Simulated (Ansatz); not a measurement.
A run for Ansatz (a first-principles code): R-CCSD(T)/aug-cc-pVTZ on C2H4 (SMILES C=C).

Ansatz 0.2 input:
```yaml
crystal:
  periodic: [false, false, false]
  atoms:
    - {symbol: C, position_ang: [0.00000000, 0.00000000, 0.66559300]}
    - {symbol: C, position_ang: [0.00000000, -0.00000000, -0.66559300]}
    - {symbol: H, position_ang: [0.00000000, 0.92149500, 1.23166800]}
    - {symbol: H, position_ang: [0.00000000, -0.92149500, 1.23166800]}
    - {symbol: H, position_ang: [0.00000000, 0.92149500, -1.23166800]}
    - {symbol: H, position_ang: [0.00000000, -0.92149500, -1.23166800]}
basis:
  gaussian:
    orbitals: aug-cc-pVTZ
magnetization: {spin_polarized: false}
correlation: {method: ccsd_t, electrons: outside_noble_gas}
scf: {lower_state_search: off}
```

The head of its log:

```
WARN ansatz: RAYON_NUM_THREADS=1 ignored (pool sized by the plan → 1); use --threads N
Functional definition: HF
these checks for a lower state are left out or cut short: stability, starts, cluster_reference, orbital_swaps, neighbouring_geometries, increment
integrals: 0.65 GiB planned
1034 factors; integrals over basis functions are off by at most 8.3e-4 eV
mean field: 0.38 GiB planned
mean field evaluation 1: about -2122.4009 eV, gradient 2.7e1 eV
mean field evaluation 2: about -2122.4022 eV, gradient 2.7e1 eV
mean field evaluation 4: about -2124.2356 eV, gradient 2.0e0 eV
mean field evaluation 8: about -2124.2505 eV, gradient 9.6e-5 eV
mean field -2124.25047363 eV, -78.0647650371 hartree, gradient 1.3e-6 eV, S^2 0.000000; 0 other end points of the search recorded, 0 dependent functions left out
2 core orbitals not correlated
reference -2124.25047363 eV, -78.0647650371 hartree; 6, 6 occupied and 176, 176 virtual orbitals, 1034 factors
```

Task: Predict the final total energy.

Result: -78.4437 hartree (reference determinant -78.0648, T1 diagnostic 0.011).
